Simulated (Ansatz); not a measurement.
`C=CCF`. Charge 0, multiplicity 1.

```xyz
9

C    -0.434    1.269    0.328
C     0.463    0.321    0.109
C     0.145   -1.075   -0.288
F    -1.211   -1.282   -0.407
H    -0.134    2.268    0.616
H    -1.494    1.070    0.226
H     1.526    0.529    0.214
H     0.608   -1.316   -1.253
H     0.531   -1.785    0.454
```

Give the diagnostics of a CCSD(T)/def2-TZVPP run (frozen core, Ansatz). (An estimate is asked.)

Ansatz gave: T1 = 0.0108, largest single amplitude 0.018, largest double 0.101, (T) share of the correlation energy 3.6 %, 9 CCSD cycles. The RHF solution is stable towards an unrestricted one. T1 lies under the customary mark of 0.02 for closed shells.
